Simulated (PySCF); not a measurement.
HN2, SMILES N#[NH+], charge +1. The structure is a stationary point at B3LYP-D3(BJ)/def2-TZVPD. The isomer is the one that the SMILES or the coordinates give; other isomers of the formula were not compared.

PySCF with TDDFT-ωB97X/def2-TZVPD puts the lowest singlet excitations at 9.48, 9.98, 9.98, 10.40, 10.40, 14.81 eV.

What are the lowest excitation roots from ADC(3)/aug-cc-pVDZ (PySCF)? (An estimate is asked for; the answer gives what the named calculation found.)

9.80, 10.09, 10.09, 10.20, 10.20, 14.37 eV. S1 differs by 0.32 eV (second minus first; roots are paired by order, and the bases may differ).
